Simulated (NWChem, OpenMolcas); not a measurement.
# How basis sets differ on CH4BO (SMILES [BH]OC)

CH4BO has 7 atoms, charge 0, and is taken as a doublet. As SMILES, `[BH]OC`. Geometry: relaxed at PBE0-D4/def2-TZVP. This is one conformer, not always the lowest.

```xyz
7

B    -1.3196   -1.0257   -0.1729
O    -0.2724   -0.7071    0.5645
C     0.6422    0.3386    0.2439
H    -1.6285   -0.4742   -1.2016
H     0.3578    0.8340   -0.6876
H     0.6430    1.0593    1.0623
H     1.6389   -0.0928    0.1456
```

Quantity: the dipole moment, in D. The values are calculated.

| level | kind | program | value (D) | CPU time |
| --- | --- | --- | --- | --- |
| UHF/STO-3G | Hartree–Fock | NWChem | 1.35 | 3.2 s |
| UHF/3-21G | Hartree–Fock | NWChem | 2.52 | 3.5 s |
| UHF/def2-SVPD | Hartree–Fock | NWChem | 2.31 | 42 s |
| UHF/def2-TZVP | Hartree–Fock | OpenMolcas | 2.29 | 14 s |

The values span 1.35 to 2.52 D. Sets without polarisation functions give poor dipoles. CPU times are rough (shared hosts, several kinds of processor): they show what a rung costs within a factor of a few.
